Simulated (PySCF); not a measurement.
# F₂⁺: frontier orbitals

r²SCANh at R = 1.278 Å; F 6-311G(d,p); no relativity (PySCF 2.14). State: ²Πg (doublet), unpaired electrons π ↑. Only the outer orbitals are listed.

| spin | orbital | occ. | ε (eV) | main shells (%) |
| --- | --- | --- | --- | --- |
| α | σg | 1 | -53.44 | 89 s, 11 p |
| α | σu | 1 | -43.47 | 99 s |
| α | σg | 1 | -30.54 | 88 p, 11 s |
| α | πu | 1 | -30.02 | 100 p |
| α | πu | 1 | -28.56 | 100 p |
| α | πg | 1 | -25.35 | 100 p |
| α | πg | 1 | -23.74 | 100 p |
| α | σu | 0 | -15.74 | 99 p |
| α | πu | 0 | 12.37 | 100 p |
| α | πu | 0 | 13.19 | 100 p |
| β | σg | 1 | -52.39 | 88 s, 12 p |
| β | σu | 1 | -41.93 | 98 s |
| β | σg | 1 | -29.98 | 87 p, 12 s |
| β | πu | 1 | -28.06 | 100 p |
| β | πu | 1 | -26.78 | 100 p |
| β | πg | 1 | -23.14 | 100 p |
| β | πg | 0 | -20.50 | 100 p |
| β | σu | 0 | -14.98 | 98 p |
| β | πu | 0 | 13.36 | 100 p |

**Question.** Which are the highest filled and the lowest empty level, where do they sit, and how wide is the gap?

**Answer.** Highest filled β πg at -23.14 eV (in %: 100 p); lowest empty β πg at -20.50 eV (in %: 100 p); the gap at r²SCANh is 2.64 eV. Both belong to one degenerate shell, split only by its one-sided filling, so this is no excitation gap.

```
bond order (Mayer) : 1.37
⟨S²⟩               : 0.753
```

The state is the lowest determinant that a PBE0 search found; another state may lie lower at other levels.
